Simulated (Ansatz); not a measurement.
# BH3: a ladder of functionals and wavefunction methods

The task here is to estimate one member of a computed series from the others.

The runs use Ansatz 0.2.0, Gaussian basis; functionals in def2-TZVPP, the program's frozen cores in correlated methods.

Plan: LDA (SPW92), PBE-D4, revPBE-D4, BLYP-D4, r2SCAN-D4, B97M-V, PBE0-D4, B3LYP-D4, r2SCANh-D4, r2SCAN0-D4, HSE06-D4, BHLYP-D4, CAM-B3LYP-D4, LC-ωPBE, ωB97X-V, ωB97M-V, B2PLYP, PBE-QIDH; CCSD(T)/def2-SVP; CCSD(T)/def2-TZVPP; CCSD(T)/def2-QZVPP; extrapolation to the limit; RPA on PBE.

### The relaxed structure

All runs share one geometry, relaxed beforehand with PBE0-D4 in a triple-zeta def2 set.

SMILES `B`, 4 atoms, charge 0, spin multiplicity 1.

Atoms are counted from 1 here; the program's logs count them from 0.

Bond lengths: B1–H2 1.193 Å, B1–H3 1.193 Å, B1–H4 1.193 Å. Angles: H2–B1–H3 120.0°, H2–B1–H4 120.0°, H3–B1–H4 120.0°.

Set-up of the first run:

in.yaml

```yaml
crystal:
  periodic: [false, false, false]
  atoms:
    - {symbol: B, position_ang: [0.013912, -0.015086, -0.005132]}
    - {symbol: H, position_ang: [0.982175, 0.381680, 0.568804]}
    - {symbol: H, position_ang: [-0.276153, -1.171766, 0.042973]}
    - {symbol: H, position_ang: [-0.664435, 0.744871, -0.626945]}
basis:
  gaussian: {orbitals: def2-TZVPP}
hamiltonian: {xc: lda}
output: {orbitals: {seedname: orbitals}}
```

Steps of the session up to this table: LDA; PBE-D4 (GGA); revPBE-D4 (GGA); BLYP-D4 (GGA); r2SCAN-D4 (meta-GGA); B97M-V (meta-GGA); PBE0-D4 (hybrid); B3LYP-D4 (hybrid); r2SCANh-D4 (hybrid); r2SCAN0-D4 (hybrid); HSE06-D4 (hybrid); BHLYP-D4 (hybrid); CAM-B3LYP-D4 (range-separated); LC-ωPBE-D4 (range-separated; the results give it without D4); ωB97X-V (range-separated); ωB97M-V (range-separated); B2PLYP (double hybrid); PBE-QIDH (double hybrid).

One table of the session follows, with a row left open; its other results are not shown here.

It belongs to the step «Orbital energies across the functionals». 

```
  functional  HOMO (eV)  LUMO (eV)  gap (eV)
 LDA (SPW92)      -8.47      -3.37      5.10
      PBE-D4      -8.47      -3.06      5.41
   revPBE-D4      -8.46      -2.94      5.52
     BLYP-D4      -8.43      -2.94      5.49
   r2SCAN-D4      -8.82      -2.55      6.27
      B97M-V      -8.90      -2.78      6.12
     PBE0-D4          ?          ?         ?
    B3LYP-D4      -9.74      -2.23      7.50
  r2SCANh-D4      -9.35      -2.18      7.16
  r2SCAN0-D4     -10.14      -1.65      8.49
    HSE06-D4      -9.51      -2.34      7.16
    BHLYP-D4     -11.34      -0.92     10.42
CAM-B3LYP-D4     -11.45      -0.89     10.56
     LC-ωPBE     -12.90       0.40     13.30
     ωB97X-V     -12.50       0.30     12.79
     ωB97M-V     -12.31      -0.02     12.28
```

**Question.** Estimate the row for PBE0-D4.

The run gave: HOMO (eV): -9.92; LUMO (eV): -1.96; gap (eV): 7.96. In the column «HOMO (eV)» it lies between r2SCAN0-D4 (-10.14) and B3LYP-D4 (-9.74).
